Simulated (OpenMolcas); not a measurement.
**singlet [PH2]+: levels of theory compared**

Wanted: a comparison of 6 runs (HF/pcseg-0, B2PLYP/pcseg-0, M06-2X/pcseg-0, PBE/pcseg-0, SVWN5/pcseg-0, MP2/pcseg-0) of singlet [PH2]+. 

The calculation is run with OpenMolcas 26.06.

### 1 The molecule

[PH2]+: 3 atoms, total charge +1, spin state singlet. SMILES of the parent species: `[PH2]`. The shape is that of a PBE0-D4/def2-TZVP optimisation. That shape belongs to the parent species and isn't relaxed for this state.

Bond lengths: P1–H2 1.424 Å, P1–H3 1.424 Å. Angles: H2–P1–H3 91.5°.

### 2 A single-point energy at HF/pcseg-0 (run 1)

Contents of coord.xyz:

```xyz
3

P      0.525730    -0.309370     0.258210
H      0.114640     1.051490     0.176750
H     -0.640370    -0.742120    -0.434970
```

Contents of job.inp:

```
&GATEWAY
BasLib
$CurrDir
Coord
coord.xyz
Basis
pcseg-0
Group
NoSym
&SEWARD
&SCF
Charge
1
Thresholds
1e-10 1e-07 1e-07 1e-05
PrOrbitals
1 1
```

The basis set pcseg-0 is read from a file made from the Basis Set Exchange's data (not shown).

On the command line:

```sh
$ export MOLCAS_MEM=1860
$ pymolcas job.inp > job.log
```

Log:

```text
--- Start Module: gateway ---
[...]
--- Stop Module: gateway /rc=_RC_ALL_IS_WELL_ ---
--- Start Module: seward ---
[...]
      Basis functions           17
--- Stop Module: seward /rc=_RC_ALL_IS_WELL_ ---
--- Start Module: scf ---
[...]
       Convergence after  12 Iterations
[...]
::    Total SCF energy                               -341.0519556242
[...]
      Total spin, S                                     0.0000000000
[...]
      Total electronic charge=   16.000000
      Total            charge=    1.000000
[...]
      Dipole Moment (debye):
      Origin of the operator (angstrom)=    0.4775   -0.2810    0.2345
                   X= -1.6679E+00               Y=  9.8146E-01               Z= -8.1917E-01           Total=  2.1014E+00
      Center of Charge (angstrom)
[...]
--- Stop Module: scf /rc=_RC_ALL_IS_WELL_ ---
[...]
```

Run time: 1.5 s. Hardware: 1 thread of Arm Neoverse V2, shared host; peak memory 0.37 GiB.

### 3 A single-point energy at B2PLYP/pcseg-0 (run 2)

coord.xyz is that of step 2.

Contents of job.inp:

```
&GATEWAY
BasLib=$CurrDir
Coord=coord.xyz
Basis=pcseg-0
Group=NoSym
&SEWARD
GridInput
Grid=UltraFine
End of Grid
&SCF
Charge=1
KSDFT=B2PLYP_SCF
Thresholds=1e-10 1e-07 1e-07 1e-05
PrOrbitals=1 1
&MBPT2
Frozen=5
```

The basis set pcseg-0 is read from a file made from the Basis Set Exchange's data (not shown).

On the command line:

```sh
$ export MOLCAS_MEM=1860
$ pymolcas job.inp > job.log
```

Log:

```text
--- Start Module: gateway ---
[...]
--- Stop Module: gateway /rc=_RC_ALL_IS_WELL_ ---
[...]
      Basis functions           17
[...]
--- Start Module: scf ---
[...]
       Convergence after  12 Iterations
[...]
::    Total KS-DFT energy                            -341.5234536863
[...]
      Total spin, S                                     0.0000000000
[...]
      Total electronic charge=   16.000000
      Total            charge=    1.000000
[...]
      Dipole Moment (debye):
      Origin of the operator (angstrom)=    0.4775   -0.2810    0.2345
                   X= -1.6115E+00               Y=  9.4830E-01               Z= -7.9149E-01           Total=  2.0304E+00
      Center of Charge (angstrom)
[...]
--- Stop Module: scf /rc=_RC_ALL_IS_WELL_ ---
[...]
--- Start Module: mbpt2 ---
[...]
 ###    WARNING: MP2 implementation intended for RHF references only         ###
 ###############################################################################
MBPT2 WARNING: Reference function according to RunFile:KS-DFT
I'll assume you know what you're doing and continue
WARNING!
Default frozen orbitals as non valence orbitals is overwritten by user input.
Default values:   5
[...]
       Reference weight ( Cref**2 )         =        0.95734
::    Total MBPT2 energy                             -341.5874691750
[...]
      Total MBPT2 calculations                           0.03      0.03
--- Stop Module: mbpt2 /rc=_RC_ALL_IS_WELL_ ---
[...]
```

Run time: 2.9 s. Hardware: 1 thread of Arm Neoverse V2, shared host; peak memory 0.37 GiB.

### 4 The energy at M06-2X/pcseg-0 (run 3)

coord.xyz is that of step 3.

Contents of job.input:

```
* H2P Kohn-Sham DFT
&GATEWAY
BASLIB=$CurrDir
COORD=coord.xyz
BASIS=pcseg-0
GROUP=NoSym
&SEWARD
GRIDINPUT
Grid=UltraFine
End of Grid
&SCF
CHARGE=1
KSDFT=M062X
THRESHOLDS=1e-10 1e-07 1e-07 1e-05
PRORBITALS=1 1
```

The basis set pcseg-0 is read from a file made from the Basis Set Exchange's data (not shown).

On the command line:

```sh
$ export MOLCAS_MEM=1860
$ pymolcas job.input > job.log
```

Log:

```text
--- Start Module: gateway ---
[...]
--- Stop Module: gateway /rc=_RC_ALL_IS_WELL_ ---
--- Start Module: seward ---
[...]
      Basis functions           17
--- Stop Module: seward /rc=_RC_ALL_IS_WELL_ ---
--- Start Module: scf ---
[...]
       Convergence after  12 Iterations
[...]
::    Total KS-DFT energy                            -341.6744339038
[...]
      Total spin, S                                     0.0000000000
[...]
      Total electronic charge=   16.000000
      Total            charge=    1.000000
[...]
      Dipole Moment (debye):
      Origin of the operator (angstrom)=    0.4775   -0.2810    0.2345
                   X= -1.6463E+00               Y=  9.6878E-01               Z= -8.0859E-01           Total=  2.0743E+00
      Center of Charge (angstrom)
[...]
--- Stop Module: scf /rc=_RC_ALL_IS_WELL_ ---
[...]
```

Run time: 3.6 s. Hardware: 1 thread of Arm Neoverse V2, shared host; peak memory 0.37 GiB.

Runs 4 to 5 aren't shown in full; the table further down has their settings and results.

### 5 The energy at MP2/pcseg-0 (run 6)

coord.xyz is that of step 4.

Contents of job.input:

```
* H2P MP2
>>> EXPORT MOLCAS_PRINT=2

&GATEWAY
 BasLib=$CurrDir
 Coord=coord.xyz
 Basis=pcseg-0
 Group=NoSym

&SEWARD

&SCF
 Charge=1
 Thresholds=1e-10 1e-07 1e-07 1e-05
 PrOrbitals=1 1

&MBPT2
 Frozen=5
```

The basis set pcseg-0 is read from a file made from the Basis Set Exchange's data (not shown).

On the command line:

```sh
$ export MOLCAS_MEM=1860
$ pymolcas job.input > job.log
```

Log:

```text
--- Start Module: gateway ---
[...]
--- Stop Module: gateway /rc=_RC_ALL_IS_WELL_ ---
[...]
      Basis functions           17
[...]
--- Start Module: scf ---
[...]
       Convergence after  12 Iterations
[...]
::    Total SCF energy                               -341.0519556242
[...]
      Total spin, S                                     0.0000000000
[...]
      Total electronic charge=   16.000000
      Total            charge=    1.000000
[...]
      Dipole Moment (debye):
      Origin of the operator (angstrom)=    0.4775   -0.2810    0.2345
                   X= -1.6679E+00               Y=  9.8146E-01               Z= -8.1917E-01           Total=  2.1014E+00
      Center of Charge (angstrom)
[...]
--- Stop Module: scf /rc=_RC_ALL_IS_WELL_ ---
--- Start Module: mbpt2 ---
[...]
WARNING!
Default frozen orbitals as non valence orbitals is overwritten by user input.
Default values:   5
[...]
       Reference weight ( Cref**2 )         =        0.97517
::    Total MBPT2 energy                             -341.1015958964
[...]
      Total MBPT2 calculations                           0.03      0.04
--- Stop Module: mbpt2 /rc=_RC_ALL_IS_WELL_ ---
[...]
```

It took 1.4 s on 1 thread of Arm Neoverse V2, shared host; peak memory 0.37 GiB.

### 6 Overview of the runs

| run | level | frozen core orbitals | integration grid | energy (Eh) | HOMO energy (eV) | LUMO energy (eV) | HOMO–LUMO gap (eV) | wall time |
| --- | --- | --- | --- | --- | --- | --- | --- | --- |
| 1 | HF/pcseg-0 | – | – | -341.051956 | -19.73 | -8.94 | 10.79 | 1.5 s |
| 2 | B2PLYP/pcseg-0 | 5 | UltraFine | -341.540738 | -17.93 | -11.51 | 6.42 | 2.9 s |
| 3 | M06-2X/pcseg-0 | – | UltraFine | -341.674434 | -17.95 | -11.94 | 6.01 | 3.6 s |
| 4 | PBE/pcseg-0 | – | UltraFine | -341.542215 | -15.62 | -14.22 | 1.41 | 3.3 s |
| 5 | SVWN5/pcseg-0 | – | UltraFine | -340.423393 | -15.60 | -14.45 | 1.15 | 2.7 s |
| 6 | MP2/pcseg-0 | 5 | – | -341.101596 | -19.73 | -8.94 | 10.79 | 1.4 s |

### 7 What came out

```
                                          quantity          value
                               run 6: total energy  -341.10160 Eh
        run 6: HOMO energy (Hartree–Fock orbitals)      -19.73 eV
        run 6: LUMO energy (Hartree–Fock orbitals)       -8.94 eV
      run 6: HOMO–LUMO gap (Hartree–Fock orbitals)       10.79 eV
run 6: correlation energy (5 core orbitals frozen)      -49.6 mEh
```

In words: Over runs 1, 2, 3, 4, 5 the HOMO–LUMO gap runs from 1.15 eV (SVWN5/pcseg-0) to 10.79 eV (HF/pcseg-0). Exact exchange widens orbital gaps. For B2PLYP the log adds the whole second-order term; the table takes 0.27 of it, as the functional is defined. Totals of different functionals can't be ranked against each other. All runs together took 15 s, the longest 3.6 s.
